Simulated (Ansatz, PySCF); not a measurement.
Gas-phase enthalpy of formation at 298 K, by the atomisation route, of C[O] (SMILES; CH3O). Each molecule is optimised on its own at B3LYP-D3(BJ)/def2-TZVP (Ansatz, a first-principles code). Correlated levels leave the core frozen unless marked. Open shells are spin-unrestricted. Spin-orbit coupling is left out. No relativistic terms. CBS(X,Y): correlation extrapolated as X^-3; Hartree-Fock from the larger set. [CCSD(T)-MP2]/basis is that difference in the basis named. Thermal terms are rigid-rotor harmonic-oscillator values from B3LYP-D3(BJ) frequencies (PySCF) at 298.15 K and 1 atm. 1 Eh = 627.5095 kcal/mol.

```csv
species,count,"E, RI-MP2/CBS(aug-cc-pVTZ,aug-cc-pVQZ)+[CCSD(T)-MP2]/aug-cc-pVTZ (Ansatz) (Eh)","E, PBE/def2-TZVPD (Ansatz) (Eh)",measured ΔHf at 0 K (kcal/mol),H(298) - H(0) of the element (kcal/mol)
C[O],1,-114.93453,-114.96311,-,-
C atom,1,-37.79159,-37.79605,169.98,0.25
H atom,3,-0.49995,-0.49962,51.63,1.01
O atom,1,-75.00563,-75.01069,58.99,1.04
```

Molecule: zero-point energy 22.65, H(298) - H(0) 2.50 kcal/mol. The route leaves out scalar relativity and anharmonic zero-point terms, the atoms' spin-orbit terms, and in the frozen-core level the core correlation. Atomic data: G2/97 table in ASE.

Q: Work out De, D0 and ΔHf at 0 and 298 K at both levels, and their errors against the measured value.

A: 
The atoms' values sum to 383.86 (0 K) and 4.32 (thermal), in kcal/mol.
- RI-MP2/CBS(aug-cc-pVTZ,aug-cc-pVQZ)+[CCSD(T)-MP2]/aug-cc-pVTZ: De = 400.01; D0 = 400.01 - 22.65 = 377.36; ΔHf(0 K) = 383.86 - 377.36 = 6.50; ΔHf(298 K) = 6.50 + 2.50 - 4.32 = 4.68; error +0.6.
- PBE/def2-TZVPD: De = 412.59; D0 = 412.59 - 22.65 = 389.94; ΔHf(0 K) = 383.86 - 389.94 = -6.08; ΔHf(298 K) = -6.08 + 2.50 - 4.32 = -7.90; error -12.0.
Measured: 4.1 kcal/mol (G2/97 table in ASE (Curtiss et al.)). This is an older compilation, not checked against later work.
